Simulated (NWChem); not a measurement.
System: nitrogen dioxide (NO2, doublet); SMILES [O]N=O

The following NWChem deck was run.

```
start job
memory heap 200 mb stack 900 mb global 1100 mb
geometry units angstroms noautosym nocenter noautoz
  O     -1.092926     0.000000    -0.138541
  N      0.000000     0.000000     0.313987
  O      1.092926     0.000000    -0.138541
end
basis spherical
  O library 6-31g*
  N library 6-31g*
end
dft
  odft
  mult 2
  xc hfexch
  iterations 150
  mulliken
end
task dft energy
esp
  recalculate
  probe 0.07
  range 0.3
  factor 1.0
  spacing 0.02
end
task esp
```

NWChem printed, in part:

```
             Northwest Computational Chemistry Package (NWChem) 7.3.0
             --------------------------------------------------------

                             Geometry "geometry" -> ""
                             -------------------------

 Output coordinates in angstroms (scale by  1.889725989 to convert to a.u.)

  No.       Tag          Charge          X              Y              Z
 ---- ---------------- ---------- -------------- -------------- --------------
    1 O                    8.0000    -1.09292600     0.00000000    -0.13854100
    2 N                    7.0000     0.00000000     0.00000000     0.31398700
    3 O                    8.0000     1.09292600     0.00000000    -0.13854100

 Effective nuclear repulsion energy (a.u.)      65.5974495332

  xc_inp: hfexch multiplicative factor not found.

                                 NWChem DFT Module
                                 -----------------

 Summary of "ao basis" -> "ao basis" (spherical)
 ------------------------------------------------------------------------------
       Tag                 Description            Shells   Functions and Types
 ---------------- ------------------------------  ------  ---------------------
 O                           6-31g*                  6       14   3s2p1d
 N                           6-31g*                  6       14   3s2p1d

            General Information
            -------------------
          SCF calculation type: DFT
          Wavefunction type:  spin polarized.
          No. of atoms     :     3
          No. of electrons :    23
           Alpha electrons :    12
            Beta electrons :    11
          Charge           :     0
          Spin multiplicity:     2
          Use of symmetry is: off; symmetry adaption is: off
          Maximum number of iterations: 150
          AO basis - number of functions:    42
                     number of shells:    18
          Convergence on energy requested:  1.00D-06
          Convergence on density requested:  1.00D-05
          Convergence on gradient requested:  5.00D-04

              XC Information
              --------------
                     Hartree-Fock (Exact) Exchange  1.000

      Superposition of Atomic Density Guess
      -------------------------------------

 Sum of atomic energies:        -203.80244271

      Non-variational initial energy
      ------------------------------

 Total energy =    -204.722129
 1-e energy   =    -410.244783
 2-e energy   =     139.925205
 HOMO         =      -0.148425
 LUMO         =       0.009574

     ---------------------------------------------
      Total Density - Mulliken Population Analysis
     ---------------------------------------------

    Atom       Charge   Shell Charges
 -----------   ------   -------------------------------------------------------
    1 O    8     8.54   2.00  0.96  2.89  0.94  1.73  0.03
    2 N    7     5.91   2.00  0.79  1.77  0.56  0.67  0.11
    3 O    8     8.54   2.00  0.96  2.89  0.94  1.73  0.03

     --------------------------------------------
      Spin Density - Mulliken Population Analysis
     --------------------------------------------

    Atom       Charge   Shell Charges
 -----------   ------   -------------------------------------------------------
    1 O    8     0.22   0.00  0.00  0.17 -0.01  0.06  0.00
    2 N    7     0.55   0.00  0.04  0.23  0.18  0.09  0.01
    3 O    8     0.22   0.00  0.00  0.17 -0.01  0.06  0.00

[...]

                     NWChem Electrostatic Potential Fit Module
                     -----------------------------------------

 Atom parameters

 Number of atoms is                                    3
 Number of basis functions is                         42

 Grid parameters

 Maximum number of grid points is                  19181
 Number of grid points is                          19180
 Grid range                                     0.300000 nm
 Grid spacing                                   0.020000 nm
 Probe radius                                   0.070000 nm
 Atom radius factor                             1.000000

 Atomic radii

    7    0.140000
    8    0.136000
 FASTESP  F
  using M.O. file = ./job.movecs

    Atom              Coordinates                           Charge

                                                  ESP

    1 O    -0.109293    0.000000   -0.013854   -0.234302
    2 N     0.000000    0.000000    0.031399    0.468179
    3 O     0.109293    0.000000   -0.013854   -0.233877
                                            ------------
                                                0.000000

 Dipole moment                                  0.400366

 Quadrupole moment Qxx                         -3.994115
                   Qyy                          1.997057
                   Qzz                          1.997057

 RMS deviation kJ/mol                           0.115874

 RRMS %                                        44.182935
```

Level: UHF/6-31G* (spherical d). In the optimisation the excess spin sits in a1 (C2v, its own frame). The geometry was optimised at PBE0/def2-SVP, spin-unrestricted. No stability test was run on the SCF state.
